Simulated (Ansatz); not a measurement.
# N₂H (doublet): from Hartree-Fock to the top rungs, def2-TZVPP

The task here is to estimate one member of a computed series from the others.

Computed with Ansatz 0.2.0, Gaussian basis. Level: def2-TZVPP, core rule «outside noble gas», up to 2 orbitals frozen.

The runs, in order: UHF; ROHF; CCSD(T) on UHF.

## The geometry

The geometry is a PBE0/def2-TZVP stationary point (not a proven minimum) of the parent state, kept for this charge and spin.

3 atoms, charge 0, spin multiplicity 2.

Atoms are counted from 1 here; the program's logs count them from 0.

Bond lengths: N1–N2 1.443 Å, N1–H3 1.031 Å. Angles: N2–N1–H3 107.0°.

As a file:

```xyz
3

N     0.00000    0.11966    0.67642
N     0.00000   -0.06059   -0.75549
H     0.00000   -0.82078    1.09875
```

The first run:

The input, in.yaml:

```yaml
crystal:
  periodic: [false, false, false]
  atoms:
    - {symbol: N, position_ang: [0.000000, 0.119658, 0.676420]}
    - {symbol: N, position_ang: [0.000000, -0.060594, -0.755487]}
    - {symbol: H, position_ang: [0.000000, -0.820779, 1.098745]}
basis:
  gaussian: {orbitals: def2-TZVPP}
magnetization: {spin_polarized: true, initial_magnetization: 1}
hamiltonian: {xc: hf}
output: {orbitals: {seedname: orbitals}}
```

Command:

```console
> ansatz run in.yaml --threads 1 --pin off --events-out ev --progress --plain --max-ram 4096MiB --backend cpu
```

Steps of the session up to this table: UHF; ROHF; CCSD(T) on UHF.

One table of the session follows, with a row left open; its other results are not shown here.

It belongs to the step «Misses and costs». 

| method | from UCCSD(T) (meV) |
| --- | --- |
| ROHF | +11777.9 |
| UHF | +10338.2 |
| UMP2 | ? |
| UCCSD | +557.9 |
| UCCSD(T) | 0 |

Q: Estimate the row for UMP2 from the others.

The run gave: from UCCSD(T) (meV): +1904.9. In the column «from UCCSD(T) (meV)» it lies between UCCSD (+557.9) and UHF (+10338.2).

Caveats from the session: The determinant is far from a pure spin state, so its energy mixes those of several spin states (harmless only where they are near-degenerate, as at dissociation).
